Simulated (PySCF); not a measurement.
## What each rung costs, and what it gives

Saddle point of C₂H₃N, closed shell (C₂H₃N (CC#N) → C₂H₃N ([C][N][CH3]); bonds formed: C1–N3; bonds broken: C1–C2), PBE0-D4/def2-TZVP structure:

C1  (-0.261, 0.089, 0.285)
C2  (0.449, 0.070, -1.312)
N3  (1.164, -0.575, -0.617)
H4  (-0.281, 1.161, 0.448)
H5  (-1.232, -0.330, 0.044)
H6  (0.161, -0.415, 1.152)
(Å)

Barriers are electronic and count from the start structure reached by relaxing down the imaginary mode.

PySCF 2.14 with density fitting (its default auxiliary sets; JK sets also for MP2 and CCSD(T)); basis: as named in each row; cores frozen in the correlated methods. B3LYP uses VWN-RPA correlation. Extrapolation: Hartree–Fock as exp(−7.88 √X), correlation as X^−2.97.

Times are rough, for one single point on 4 threads of a shared host (Arm Neoverse V1).

The estimate by CCSD(T) at an estimated basis limit (MP2 extrapolated from triple and quadruple zeta, plus CCSD(T) − MP2 in triple zeta) is 64.27 kcal/mol.

```
   method       basis  time (s)  barrier (kcal/mol)  method less estimate
       HF      STO-3G   under 1               81.63                 17.36
 B3LYP-D4       6-31G         2               76.69                 12.42
      MP2  def2-QZVPP         2               68.00                  3.73
  PBE0-D4    def2-SVP         2               67.55                  3.29
   PBE-D4    def2-SVP         2               65.75                  1.48
    SPW92  def2-TZVPP         4               65.37                  1.10
  CCSD(T)    def2-SVP         5               68.08                  3.81
   PBE-D4  def2-TZVPP         5               63.31                 -0.95
 BHLYP-D4  def2-TZVPP         5               65.25                  0.98
  PBE0-D4  def2-TZVPP         7               64.37                  0.10
 B3LYP-D4  def2-TZVPP         7               64.45                  0.18
r2SCAN-D4  def2-TZVPP        10               63.97                 -0.30
  CCSD(T)  def2-TZVPP        57               64.15                 -0.12
  wB97M-V  def2-TZVPP        65               61.18                 -3.09
```

All methods are single points on the PBE0-D4 structures.

The T1 diagnostic stays at or below 0.019.

Labels in which every atom is bracketed show which atoms are joined, not bond orders.
